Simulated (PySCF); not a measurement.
System: C₃H₇O, net charge 0, doublet state. It need not be the lowest isomer of its formula. 
Coordinates optimised at B3LYP-D3(BJ)/def2-TZVP (Ansatz):
```xyz
11

O      0.0945     1.4245    -0.0606
C      0.0085     0.1079     0.3000
H      0.0184     0.1828     1.4108
C     -1.3211    -0.5346    -0.1092
C      1.2376    -0.7048    -0.1206
H     -1.3754    -0.6084    -1.1970
H      1.2721    -0.7845    -1.2088
H     -2.1575     0.0707     0.2384
H      2.1499    -0.2158     0.2192
H     -1.4118    -1.5395     0.3062
H      1.1981    -1.7131     0.2946
```
Charge 0, spin multiplicity 2.

Dispersion corrections to the total energy (kcal/mol) from the dftd3 and dftd4 libraries through PySCF: D3(BJ) without and D4 with the three-body term, each with the damping fitted for the functional named.

```csv
functional,D3(BJ),D4
B2GP-PLYP,-2.07,-1.50
PBE0,…,-3.04
BHLYP,-5.13,-3.87
r2SCAN,-1.11,-0.92
BP86,…,-4.67
B3LYP,-6.88,-5.85
TPSS,…,-4.99
```

Task: What belongs in the gaps?

Result: 
- PBE0, D3(BJ): -3.44
- BP86, D3(BJ): -5.99
- TPSS, D3(BJ): -5.08
